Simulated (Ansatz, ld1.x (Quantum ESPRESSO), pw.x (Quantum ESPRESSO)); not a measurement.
pw.x on fcc Al: one setting changed

Potential: norm-conserving Troullier–Martins (Kleinman–Bylander form), ld1.x (Quantum ESPRESSO) 7.5, PBEsol; core [Ne], reference 3s2 3p1; waves: 3s (bound): rc 1.85 bohr; 3d channel at 0.35 Ry: rc 2.50 bohr; 3p (bound): rc 2.35 bohr; local part: the p channel; core correction: none.

The reference run (k-mesh 14³, cutoffs 40/160 Ry, Fermi–Dirac 0.01 Ry, mixing_beta 0.4, conv_thr 1e-9, no spin) gives 0.27 GPa at 16.207 Å³/atom, where all-electron LAPW gives -0.16 GPa. This run, with its own iteration cap, changes diagonalization to rmm-davidson.

```
&control
  calculation='scf', prefix='x', pseudo_dir='./', outdir='./tmp', tstress=.true., disk_io='none'
/
&system
  ibrav=0, nat=1, ntyp=1, ecutwfc=40, ecutrho=160, nbnd=8,
  occupations='smearing', smearing='fd', degauss=0.01
/
&electrons
  conv_thr=1e-09, mixing_beta=0.4, electron_maxstep=60, diagonalization='rmm-davidson'
/
ATOMIC_SPECIES
Al 1.0 Al.UPF
CELL_PARAMETERS angstrom
  0.00000000 2.00858807 2.00858807
  2.00858807 0.00000000 2.00858807
  2.00858807 2.00858807 0.00000000
ATOMIC_POSITIONS crystal
Al 0.0000 0.0000 0.0000
K_POINTS automatic
14 14 14 0 0 0
```

```bash
pw.x < Al.scf.in > Al.scf.out
```

**Question.** How does the run end?

**Answer.** It converges in 7 iterations; the free energy moves by +0.0 meV/atom and the pressure by +0.00 GPa. The result is that of the reference run.

```
Message from routine setup:
     using ibrav=0 with symmetry is DISCOURAGED, use correct ibrav instead
     lattice parameter (alat)  =       5.3679  a.u.
     unit-cell volume          =     109.3703 (a.u.)^3
     number of electrons       =         3.00
     number of Kohn-Sham states=            8
     kinetic-energy cutoff     =      40.0000  Ry
     charge density cutoff     =     160.0000  Ry
     scf convergence threshold =      1.0E-09
     Exchange-correlation= PBESOL
     number of k points=   104  Fermi-Dirac smearing, width (Ry)=  0.0100
     iteration #  1     ecut=    40.00 Ry     beta= 0.40
     total energy              =      -4.16378881 Ry
     estimated scf accuracy    <       0.00537744 Ry
     iteration #  2     ecut=    40.00 Ry     beta= 0.40
     total energy              =      -4.16363209 Ry
     estimated scf accuracy    <       0.00181808 Ry
     iteration #  3     ecut=    40.00 Ry     beta= 0.40
     total energy              =      -4.16366169 Ry
     estimated scf accuracy    <       0.00000189 Ry
     iteration #  4     ecut=    40.00 Ry     beta= 0.40
     total energy              =      -4.16366411 Ry
     estimated scf accuracy    <       0.00000128 Ry
     iteration #  5     ecut=    40.00 Ry     beta= 0.40
     total energy              =      -4.16366415 Ry
     estimated scf accuracy    <          6.8E-09 Ry
     iteration #  6     ecut=    40.00 Ry     beta= 0.40
     total energy              =      -4.16366415 Ry
     estimated scf accuracy    <          4.1E-09 Ry
     iteration #  7     ecut=    40.00 Ry     beta= 0.40
     the Fermi energy is     8.0601 ev
!    total energy              =      -4.16366415 Ry
     estimated scf accuracy    <          1.7E-11 Ry
     smearing contrib. (-TS)   =      -0.00202768 Ry
     The total energy is F=E-TS. E is the sum of the following terms:
     one-electron contribution =       2.87763304 Ry
     hartree contribution      =       0.00776636 Ry
     xc contribution           =      -1.61141637 Ry
     ewald contribution        =      -5.43561950 Ry
     convergence has been achieved in   7 iterations
          total   stress  (Ry/bohr**3)                   (kbar)     P=        2.73
     Message from routine punch:
     Nothing written, as per user request (disk_io='none')
```

The run took about 6.3 s on one core of a shared server CPU.
